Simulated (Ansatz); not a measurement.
# H2S (triplet): PBE, revPBE, r2SCAN over a scan of the distance H1–H2 along a hydrogen transfer, 6-31G, part 2 of 2

Ansatz 0.2.0, Gaussian basis; 6-31G, all electrons in the functionals.

## (18) revPBE, 0.974 Å

File in.yaml:

```yaml
crystal:
  periodic: [false, false, false]
  atoms:
    - {symbol: H, position_ang: [0.000000, 0.000000, -1.122000]}
    - {symbol: H, position_ang: [0.000000, 0.000000, -0.148000]}
    - {symbol: S, position_ang: [0.000000, 0.000000, 1.270000]}
basis:
  gaussian: {orbitals: 6-31G}
magnetization: {spin_polarized: true, initial_magnetization: 2}
hamiltonian: {xc: {name: revPBE}}
```

Started as:

```bash
> ansatz run in.yaml --threads 1 --pin off --events-out ev --progress --plain --max-ram 2393MiB
```

Output, cut to the lines that bear on the results:

```text
Functional definition: revPBE
  name "revPBE"
  cite "Zhang & Yang, Phys. Rev. Lett. 80, 890 (1998) doi:10.1103/PhysRevLett.80.890"
  cite "Perdew, Burke & Ernzerhof, Phys. Rev. Lett. 77, 3865 (1996) doi:10.1103/PhysRevLett.77.3865"
[...]
204 factors; integrals over basis functions are off by at most 5.9e-4 eV
[...]
mean field -10861.19058570 eV, -399.1413920452 hartree, gradient 7.6e-6 eV, S^2 2.004744; 4 other end points of the search recorded, 0 dependent functions left out
reference -10861.19061638 eV, -399.1413931726 hartree; 10, 8 occupied and 7, 9 virtual orbitals, 204 factors
Total energy: -10861.19061638 eV, -399.1413931726 hartree
```

Wall time 0.48 s (1 thread of Intel Xeon Platinum 8488C, shared host).

From the report: ⟨S²⟩ of the determinant 2.005 (pure triplet: 2.00).

From 0.745 Å: +10.2 kcal/mol.

## (19) revPBE, 1.012 Å

File in.yaml:

```yaml
crystal:
  periodic: [false, false, false]
  atoms:
    - {symbol: H, position_ang: [0.000000, 0.000000, -1.134667]}
    - {symbol: H, position_ang: [0.000000, 0.000000, -0.122667]}
    - {symbol: S, position_ang: [0.000000, 0.000000, 1.257333]}
basis:
  gaussian: {orbitals: 6-31G}
magnetization: {spin_polarized: true, initial_magnetization: 2}
hamiltonian: {xc: {name: revPBE}}
```

Same command.

Output, cut to the lines that bear on the results:

```text
Functional definition: revPBE
  name "revPBE"
  cite "Zhang & Yang, Phys. Rev. Lett. 80, 890 (1998) doi:10.1103/PhysRevLett.80.890"
  cite "Perdew, Burke & Ernzerhof, Phys. Rev. Lett. 77, 3865 (1996) doi:10.1103/PhysRevLett.77.3865"
[...]
204 factors; integrals over basis functions are off by at most 5.7e-4 eV
[...]
mean field -10861.06528075 eV, -399.1367871732 hartree, gradient 7.2e-6 eV, S^2 2.004582; 4 other end points of the search recorded, 0 dependent functions left out
reference -10861.06531181 eV, -399.1367883146 hartree; 10, 8 occupied and 7, 9 virtual orbitals, 204 factors
Total energy: -10861.06531181 eV, -399.1367883146 hartree
```

Wall time 0.48 s (1 thread of Intel Xeon Platinum 8488C, shared host).

From the report: ⟨S²⟩ of the determinant 2.005 (pure triplet: 2.00).

From 0.745 Å: +13.1 kcal/mol.

## (20) r2SCAN, 0.693 Å

File in.yaml:

```yaml
crystal:
  periodic: [false, false, false]
  atoms:
    - {symbol: H, position_ang: [0.000000, 0.000000, -1.028333]}
    - {symbol: H, position_ang: [0.000000, 0.000000, -0.335333]}
    - {symbol: S, position_ang: [0.000000, 0.000000, 1.363667]}
basis:
  gaussian: {orbitals: 6-31G}
magnetization: {spin_polarized: true, initial_magnetization: 2}
hamiltonian: {xc: {name: r2SCAN}}
```

The command is unchanged.

Output, cut to the lines that bear on the results:

```text
Functional definition: r2SCAN
  name "r2SCAN"
  cite "Furness, Kaplan, Ning, Perdew & Sun, J. Phys. Chem. Lett. 11, 8208 (2020) doi:10.1021/acs.jpclett.0c02405"
  cite "Furness, Kaplan, Ning, Perdew & Sun, J. Phys. Chem. Lett. 11, 9248 (2020) doi:10.1021/acs.jpclett.0c03077"
  parent r2scan
[...]
204 factors; integrals over basis functions are off by at most 1.0e-3 eV
[...]
mean field -10862.67045407 eV, -399.1957762045 hartree, gradient 1.6e-5 eV, S^2 2.003823; 5 other end points of the search recorded, 0 dependent functions left out
reference -10862.67046072 eV, -399.1957764491 hartree; 10, 8 occupied and 7, 9 virtual orbitals, 204 factors
Total energy: -10862.67046072 eV, -399.1957764491 hartree
```

Run time: 1.2 s. Hardware: 1 thread of Intel Xeon Platinum 8488C, shared host.

From the report: ⟨S²⟩ of the determinant 2.004 (pure triplet: 2.00).

## (21) r2SCAN, 0.745 Å

File in.yaml:

```yaml
crystal:
  periodic: [false, false, false]
  atoms:
    - {symbol: H, position_ang: [0.000000, 0.000000, -1.045667]}
    - {symbol: H, position_ang: [0.000000, 0.000000, -0.300667]}
    - {symbol: S, position_ang: [0.000000, 0.000000, 1.346333]}
basis:
  gaussian: {orbitals: 6-31G}
magnetization: {spin_polarized: true, initial_magnetization: 2}
hamiltonian: {xc: {name: r2SCAN}}
output: {forces: true}
```

Launched as before.

Output:

```text
Functional definition: r2SCAN
  name "r2SCAN"
  cite "Furness, Kaplan, Ning, Perdew & Sun, J. Phys. Chem. Lett. 11, 8208 (2020) doi:10.1021/acs.jpclett.0c02405"
  cite "Furness, Kaplan, Ning, Perdew & Sun, J. Phys. Chem. Lett. 11, 9248 (2020) doi:10.1021/acs.jpclett.0c03077"
  parent r2scan
  parameter k0 = 0.174
  parameter k1 = 0.065
  parameter a1 = 4.9479
  exchange = r2scan_x(k0 = k0, k1 = k1, a1 = a1)
  correlation = r2scan_c
204 factors; integrals over basis functions are off by at most 9.5e-4 eV
mean field evaluation 1: about -10862.5940 eV, gradient 3.6e0 eV
mean field evaluation 2: about -10862.7104 eV, gradient 1.3e0 eV
mean field evaluation 4: about -10862.7235 eV, gradient 1.5e-1 eV
mean field evaluation 8: about -10862.7173 eV, gradient 5.5e-3 eV
mean field evaluation 16: about -10862.7002 eV, gradient 1.0e0 eV
mean field evaluation 32: about -10862.2046 eV, gradient 1.4e0 eV
mean field -10862.71733777 eV, -399.1974991486 hartree, gradient 2.1e-5 eV, S^2 2.004911; 5 other end points of the search recorded, 0 dependent functions left out
the calculation of the forces begins
reference -10862.71734441 eV, -399.1974993928 hartree; 10, 8 occupied and 7, 9 virtual orbitals, 204 factors
Total energy: -10862.71734441 eV, -399.1974993928 hartree
Atom 0 at     0.000000     0.000000    -1.045667 Å, force     0.000000    -0.000000    -2.049489 eV/Å
Atom 1 at     0.000000     0.000000    -0.300667 Å, force    -0.000000    -0.000000     0.022234 eV/Å
Atom 2 at     0.000000     0.000000     1.346333 Å, force     0.000000     0.000000     2.027256 eV/Å
Dipole moment:    -0.000000    -0.000000    -0.202210 e Å
```

Run time: 1.1 s. Hardware: 1 thread of Intel Xeon Platinum 8488C, shared host.

From the report: ⟨S²⟩ of the determinant 2.005 (pure triplet: 2.00).

## (22) r2SCAN, 0.783 Å

File in.yaml:

```yaml
crystal:
  periodic: [false, false, false]
  atoms:
    - {symbol: H, position_ang: [0.000000, 0.000000, -1.058333]}
    - {symbol: H, position_ang: [0.000000, 0.000000, -0.275333]}
    - {symbol: S, position_ang: [0.000000, 0.000000, 1.333667]}
basis:
  gaussian: {orbitals: 6-31G}
magnetization: {spin_polarized: true, initial_magnetization: 2}
hamiltonian: {xc: {name: r2SCAN}}
```

The command is unchanged.

Output, cut to the lines that bear on the results:

```text
Functional definition: r2SCAN
  name "r2SCAN"
  cite "Furness, Kaplan, Ning, Perdew & Sun, J. Phys. Chem. Lett. 11, 8208 (2020) doi:10.1021/acs.jpclett.0c02405"
  cite "Furness, Kaplan, Ning, Perdew & Sun, J. Phys. Chem. Lett. 11, 9248 (2020) doi:10.1021/acs.jpclett.0c03077"
  parent r2scan
[...]
204 factors; integrals over basis functions are off by at most 8.8e-4 eV
[...]
mean field -10862.69952563 eV, -399.1968445646 hartree, gradient 2.2e-5 eV, S^2 2.005797; 5 other end points of the search recorded, 0 dependent functions left out
reference -10862.69953225 eV, -399.1968448080 hartree; 10, 8 occupied and 7, 9 virtual orbitals, 204 factors
Total energy: -10862.69953225 eV, -399.1968448080 hartree
```

It took 1.1 s on 1 thread of Intel Xeon Platinum 8488C, shared host.

From the report: ⟨S²⟩ of the determinant 2.006 (pure triplet: 2.00).

From 0.745 Å: +0.4 kcal/mol.

## (23) r2SCAN, 0.821 Å

File in.yaml:

```yaml
crystal:
  periodic: [false, false, false]
  atoms:
    - {symbol: H, position_ang: [0.000000, 0.000000, -1.071000]}
    - {symbol: H, position_ang: [0.000000, 0.000000, -0.250000]}
    - {symbol: S, position_ang: [0.000000, 0.000000, 1.321000]}
basis:
  gaussian: {orbitals: 6-31G}
magnetization: {spin_polarized: true, initial_magnetization: 2}
hamiltonian: {xc: {name: r2SCAN}}
```

Same command.

Output, cut to the lines that bear on the results:

```text
Functional definition: r2SCAN
  name "r2SCAN"
  cite "Furness, Kaplan, Ning, Perdew & Sun, J. Phys. Chem. Lett. 11, 8208 (2020) doi:10.1021/acs.jpclett.0c02405"
  cite "Furness, Kaplan, Ning, Perdew & Sun, J. Phys. Chem. Lett. 11, 9248 (2020) doi:10.1021/acs.jpclett.0c03077"
  parent r2scan
[...]
204 factors; integrals over basis functions are off by at most 8.1e-4 eV
[...]
mean field -10862.65228965 eV, -399.1951086744 hartree, gradient 2.2e-5 eV, S^2 2.006689; 4 other end points of the search recorded, 0 dependent functions left out
reference -10862.65229625 eV, -399.1951089169 hartree; 10, 8 occupied and 7, 9 virtual orbitals, 204 factors
Total energy: -10862.65229625 eV, -399.1951089169 hartree
```

Wall time 1.1 s (1 thread of Intel Xeon Platinum 8488C, shared host).

From the report: ⟨S²⟩ of the determinant 2.007 (pure triplet: 2.00).

From 0.745 Å: +1.5 kcal/mol.

## (24) r2SCAN, 0.859 Å

File in.yaml:

```yaml
crystal:
  periodic: [false, false, false]
  atoms:
    - {symbol: H, position_ang: [0.000000, 0.000000, -1.083667]}
    - {symbol: H, position_ang: [0.000000, 0.000000, -0.224667]}
    - {symbol: S, position_ang: [0.000000, 0.000000, 1.308333]}
basis:
  gaussian: {orbitals: 6-31G}
magnetization: {spin_polarized: true, initial_magnetization: 2}
hamiltonian: {xc: {name: r2SCAN}}
output: {forces: true}
```

The command is unchanged.

Output:

```text
Functional definition: r2SCAN
  name "r2SCAN"
  cite "Furness, Kaplan, Ning, Perdew & Sun, J. Phys. Chem. Lett. 11, 8208 (2020) doi:10.1021/acs.jpclett.0c02405"
  cite "Furness, Kaplan, Ning, Perdew & Sun, J. Phys. Chem. Lett. 11, 9248 (2020) doi:10.1021/acs.jpclett.0c03077"
  parent r2scan
  parameter k0 = 0.174
  parameter k1 = 0.065
  parameter a1 = 4.9479
  exchange = r2scan_x(k0 = k0, k1 = k1, a1 = a1)
  correlation = r2scan_c
204 factors; integrals over basis functions are off by at most 7.4e-4 eV
mean field evaluation 1: about -10862.4580 eV, gradient 3.4e0 eV
mean field evaluation 2: about -10862.5635 eV, gradient 1.8e0 eV
mean field evaluation 4: about -10862.5897 eV, gradient 2.1e-1 eV
mean field evaluation 8: about -10862.5852 eV, gradient 6.9e-3 eV
mean field evaluation 16: about -10862.5681 eV, gradient 1.0e0 eV
mean field evaluation 32: about -10862.5681 eV, gradient 1.0e0 eV
mean field -10862.58519929 eV, -399.1926431494 hartree, gradient 2.0e-5 eV, S^2 2.007482; 4 other end points of the search recorded, 0 dependent functions left out
the calculation of the forces begins
reference -10862.58520587 eV, -399.1926433910 hartree; 10, 8 occupied and 7, 9 virtual orbitals, 204 factors
Total energy: -10862.58520587 eV, -399.1926433910 hartree
Atom 0 at     0.000000     0.000000    -1.083667 Å, force     0.000000    -0.000000    -0.253591 eV/Å
Atom 1 at     0.000000     0.000000    -0.224667 Å, force    -0.000000     0.000000    -1.962431 eV/Å
Atom 2 at     0.000000     0.000000     1.308333 Å, force    -0.000000     0.000000     2.216022 eV/Å
Dipole moment:    -0.000000     0.000000    -0.222450 e Å
```

It took 1.1 s on 1 thread of Intel Xeon Platinum 8488C, shared host.

From the report: ⟨S²⟩ of the determinant 2.007 (pure triplet: 2.00).

From 0.745 Å: +3.0 kcal/mol.

## (25) r2SCAN, 0.898 Å

File in.yaml:

```yaml
crystal:
  periodic: [false, false, false]
  atoms:
    - {symbol: H, position_ang: [0.000000, 0.000000, -1.096667]}
    - {symbol: H, position_ang: [0.000000, 0.000000, -0.198667]}
    - {symbol: S, position_ang: [0.000000, 0.000000, 1.295333]}
basis:
  gaussian: {orbitals: 6-31G}
magnetization: {spin_polarized: true, initial_magnetization: 2}
hamiltonian: {xc: {name: r2SCAN}}
output: {forces: true}
```

Launched as before.

Output:

```text
Functional definition: r2SCAN
  name "r2SCAN"
  cite "Furness, Kaplan, Ning, Perdew & Sun, J. Phys. Chem. Lett. 11, 8208 (2020) doi:10.1021/acs.jpclett.0c02405"
  cite "Furness, Kaplan, Ning, Perdew & Sun, J. Phys. Chem. Lett. 11, 9248 (2020) doi:10.1021/acs.jpclett.0c03077"
  parent r2scan
  parameter k0 = 0.174
  parameter k1 = 0.065
  parameter a1 = 4.9479
  exchange = r2scan_x(k0 = k0, k1 = k1, a1 = a1)
  correlation = r2scan_c
204 factors; integrals over basis functions are off by at most 6.8e-4 eV
mean field evaluation 1: about -10862.3632 eV, gradient 3.5e0 eV
mean field evaluation 2: about -10862.4697 eV, gradient 2.1e0 eV
mean field evaluation 4: about -10862.5068 eV, gradient 2.0e-1 eV
mean field evaluation 8: about -10862.5026 eV, gradient 6.9e-3 eV
mean field evaluation 16: about -10862.4854 eV, gradient 1.0e0 eV
mean field evaluation 32: about -10861.7326 eV, gradient 2.1e0 eV
mean field -10862.50259883 eV, -399.1896076382 hartree, gradient 1.7e-5 eV, S^2 2.008066; 4 other end points of the search recorded, 0 dependent functions left out
the calculation of the forces begins
reference -10862.50260539 eV, -399.1896078795 hartree; 10, 8 occupied and 7, 9 virtual orbitals, 204 factors
Total energy: -10862.50260539 eV, -399.1896078795 hartree
Atom 0 at     0.000000     0.000000    -1.096667 Å, force    -0.000000    -0.000000    -0.091763 eV/Å
Atom 1 at     0.000000     0.000000    -0.198667 Å, force     0.000000     0.000000    -2.256834 eV/Å
Atom 2 at     0.000000     0.000000     1.295333 Å, force    -0.000000    -0.000000     2.348596 eV/Å
Dipole moment:     0.000000     0.000000    -0.228280 e Å
```

Run time: 1.2 s. Hardware: 1 thread of Intel Xeon Platinum 8488C, shared host.

From the report: ⟨S²⟩ of the determinant 2.008 (pure triplet: 2.00).

From 0.745 Å: +5.0 kcal/mol.

## (26) r2SCAN, 0.936 Å

File in.yaml:

```yaml
crystal:
  periodic: [false, false, false]
  atoms:
    - {symbol: H, position_ang: [0.000000, 0.000000, -1.109333]}
    - {symbol: H, position_ang: [0.000000, 0.000000, -0.173333]}
    - {symbol: S, position_ang: [0.000000, 0.000000, 1.282667]}
basis:
  gaussian: {orbitals: 6-31G}
magnetization: {spin_polarized: true, initial_magnetization: 2}
hamiltonian: {xc: {name: r2SCAN}}
output: {forces: true}
```

Same command.

Output:

```text
Functional definition: r2SCAN
  name "r2SCAN"
  cite "Furness, Kaplan, Ning, Perdew & Sun, J. Phys. Chem. Lett. 11, 8208 (2020) doi:10.1021/acs.jpclett.0c02405"
  cite "Furness, Kaplan, Ning, Perdew & Sun, J. Phys. Chem. Lett. 11, 9248 (2020) doi:10.1021/acs.jpclett.0c03077"
  parent r2scan
  parameter k0 = 0.174
  parameter k1 = 0.065
  parameter a1 = 4.9479
  exchange = r2scan_x(k0 = k0, k1 = k1, a1 = a1)
  correlation = r2scan_c
204 factors; integrals over basis functions are off by at most 6.3e-4 eV
mean field evaluation 1: about -10862.2573 eV, gradient 3.7e0 eV
mean field evaluation 2: about -10862.3667 eV, gradient 2.4e0 eV
mean field evaluation 4: about -10862.4165 eV, gradient 2.0e-1 eV
mean field evaluation 8: about -10862.4124 eV, gradient 6.4e-3 eV
mean field evaluation 16: about -10862.3951 eV, gradient 1.0e0 eV
mean field evaluation 32: about -10861.5537 eV, gradient 2.3e0 eV
mean field -10862.41238972 eV, -399.1862925148 hartree, gradient 1.4e-5 eV, S^2 2.008300; 4 other end points of the search recorded, 0 dependent functions left out
the calculation of the forces begins
reference -10862.41239629 eV, -399.1862927562 hartree; 10, 8 occupied and 7, 9 virtual orbitals, 204 factors
Total energy: -10862.41239629 eV, -399.1862927562 hartree
Atom 0 at     0.000000     0.000000    -1.109333 Å, force    -0.000000    -0.000000    -0.065972 eV/Å
Atom 1 at     0.000000     0.000000    -0.173333 Å, force     0.000000     0.000000    -2.488816 eV/Å
Atom 2 at     0.000000     0.000000     1.282667 Å, force    -0.000000    -0.000000     2.554788 eV/Å
Dipole moment:     0.000000     0.000000    -0.233659 e Å
```

Run time: 1.2 s. Hardware: 1 thread of Intel Xeon Platinum 8488C, shared host.

From the report: ⟨S²⟩ of the determinant 2.008 (pure triplet: 2.00).

From 0.745 Å: +7.0 kcal/mol.

## (27) r2SCAN, 0.974 Å

File in.yaml:

```yaml
crystal:
  periodic: [false, false, false]
  atoms:
    - {symbol: H, position_ang: [0.000000, 0.000000, -1.122000]}
    - {symbol: H, position_ang: [0.000000, 0.000000, -0.148000]}
    - {symbol: S, position_ang: [0.000000, 0.000000, 1.270000]}
basis:
  gaussian: {orbitals: 6-31G}
magnetization: {spin_polarized: true, initial_magnetization: 2}
hamiltonian: {xc: {name: r2SCAN}}
```

The command is unchanged.

Output, cut to the lines that bear on the results:

```text
Functional definition: r2SCAN
  name "r2SCAN"
  cite "Furness, Kaplan, Ning, Perdew & Sun, J. Phys. Chem. Lett. 11, 8208 (2020) doi:10.1021/acs.jpclett.0c02405"
  cite "Furness, Kaplan, Ning, Perdew & Sun, J. Phys. Chem. Lett. 11, 9248 (2020) doi:10.1021/acs.jpclett.0c03077"
  parent r2scan
[...]
204 factors; integrals over basis functions are off by at most 5.9e-4 eV
[...]
mean field -10862.31313283 eV, -399.1826448911 hartree, gradient 1.3e-5 eV, S^2 2.008152; 1 other end points of the search recorded, 0 dependent functions left out
reference -10862.31313941 eV, -399.1826451329 hartree; 10, 8 occupied and 7, 9 virtual orbitals, 204 factors
Total energy: -10862.31313941 eV, -399.1826451329 hartree
```

Wall time 0.7 s (1 thread of Intel Xeon Platinum 8488C, shared host).

From the report: ⟨S²⟩ of the determinant 2.008 (pure triplet: 2.00).

From 0.745 Å: +9.3 kcal/mol.

## (28) r2SCAN, 1.012 Å

File in.yaml:

```yaml
crystal:
  periodic: [false, false, false]
  atoms:
    - {symbol: H, position_ang: [0.000000, 0.000000, -1.134667]}
    - {symbol: H, position_ang: [0.000000, 0.000000, -0.122667]}
    - {symbol: S, position_ang: [0.000000, 0.000000, 1.257333]}
basis:
  gaussian: {orbitals: 6-31G}
magnetization: {spin_polarized: true, initial_magnetization: 2}
hamiltonian: {xc: {name: r2SCAN}}
```

The command is unchanged.

Output, cut to the lines that bear on the results:

```text
Functional definition: r2SCAN
  name "r2SCAN"
  cite "Furness, Kaplan, Ning, Perdew & Sun, J. Phys. Chem. Lett. 11, 8208 (2020) doi:10.1021/acs.jpclett.0c02405"
  cite "Furness, Kaplan, Ning, Perdew & Sun, J. Phys. Chem. Lett. 11, 9248 (2020) doi:10.1021/acs.jpclett.0c03077"
  parent r2scan
[...]
204 factors; integrals over basis functions are off by at most 5.7e-4 eV
[...]
mean field -10862.20243992 eV, -399.1785770017 hartree, gradient 1.2e-5 eV, S^2 2.007653; 1 other end points of the search recorded, 0 dependent functions left out
reference -10862.20244652 eV, -399.1785772443 hartree; 10, 8 occupied and 7, 9 virtual orbitals, 204 factors
Total energy: -10862.20244652 eV, -399.1785772443 hartree
```

Run time: 0.72 s. Hardware: 1 thread of Intel Xeon Platinum 8488C, shared host.

From the report: ⟨S²⟩ of the determinant 2.008 (pure triplet: 2.00).

From 0.745 Å: +11.9 kcal/mol.

## (29) The comparison

The yardstick is full CI for this spin, exact in this basis with these frozen cores. It and the other wave-function rows come from earlier runs at the same points. Energies in kcal/mol, counted from 0.745 Å; blanks weren't run or aren't comparable.

```tsv
level	0.693 Å	0.745 Å	0.783 Å	0.821 Å	0.859 Å	0.898 Å	0.936 Å	0.974 Å	1.012 Å
FCI	-0.4	0.0	1.5	3.7	6.3	9.1	11.8	14.6	17.4
PBE	1.4	0.0	0.2	1.2	2.8	4.7	7.0	9.5	12.3
revPBE	1.2	0.0	0.4	1.5	3.2	5.3	7.6	10.2	13.1
r2SCAN	1.1	0.0	0.4	1.5	3.0	5.0	7.0	9.3	11.9
RHF	-1.9	0.0	2.8	6.3	10.3	14.2	17.6	19.9	21.5
UHF	-1.3	0.0	2.1	4.8	7.7	10.7	13.4	16.0	18.3
RMP2	-0.9	0.0	1.9	4.4	7.0	9.7	12.1	14.7	17.5
UMP2	-0.8	0.0	1.8	4.3	7.0	9.9	12.7	15.2	17.7
RCCSD	-0.4	0.0	1.6	3.8	6.4	9.2	12.0	14.8	17.5
RCCSD(T)	-0.4	0.0	1.5	3.7	6.3	9.1	11.9	14.7	17.4
UCCSD(T)	-0.4	0.0	1.5	3.7	6.3	9.1	11.9	14.7	17.4
RCCSDT(Q)	-0.4	0.0	1.5	3.7	6.3	9.1	11.9	14.6	17.4
UCCSDT(Q)	-0.4	0.0	1.5	3.7	6.3	9.1	11.9	14.6	17.4
CASSCF valence	-0.5	0.0	1.6	3.9	6.5	9.4	12.2	14.9	17.6
NEVPT2 valence	-0.2	0.0	1.4	3.4	5.8	8.5	11.1	13.8	16.5
MRCISD+Q valence	-0.4	0.0	1.5	3.7	6.2	9.0	11.8	14.6	17.3
NEVPT2 pair	-0.2	0.0	1.4	3.4	5.8	8.5	11.2	13.8	16.5
```

Largest miss and mean time a point (FCI took 0.78 s a point; shared hosts):

```tsv
level	largest miss (kcal/mol)	where	time a point
PBE	-5.1	0.974 Å	0.49 s
revPBE	-4.4	0.974 Å	0.49 s
r2SCAN	-5.5	1.012 Å	1 s
RHF	+5.7	0.936 Å	
UHF	+1.6	0.898 Å	
RMP2	+0.8	0.859 Å	
UMP2	+0.9	0.898 Å	
RCCSD	+0.1	0.974 Å	
RCCSD(T)	+0.1	0.974 Å	0.38 s
UCCSD(T)	0.0	0.974 Å	0.34 s
RCCSDT(Q)	0.0	0.974 Å	1.9 s
UCCSDT(Q)	0.0	0.936 Å	1.7 s
CASSCF valence	+0.3	0.936 Å	
NEVPT2 valence	-0.9	1.012 Å	0.23 s
MRCISD+Q valence	-0.1	1.012 Å	0.5 s
NEVPT2 pair	-0.8	1.012 Å	0.29 s
```

## (30) What came out

The summary covers parts 1 to 2.

| quantity | value |
| --- | --- |
| span of the FCI curve | 17.8 kcal/mol |
| largest miss, PBE | -5.1 kcal/mol (0.974 Å) |
| largest miss, revPBE | -4.4 kcal/mol (0.974 Å) |
| largest miss, r2SCAN | -5.5 kcal/mol (1.012 Å) |
| largest miss, RCCSD(T) | +0.1 kcal/mol (0.974 Å) |
| largest miss, UCCSD(T) | 0.0 kcal/mol (0.974 Å) |

What this shows: Of the functionals, revPBE keep the smallest largest miss at the points compared (at most 4.4 kcal/mol) and r2SCAN strays most (5.5 kcal/mol, at 1.012 Å). Functionals and the yardstick converge differently with the basis, so part of each miss in 6-31G is the basis.
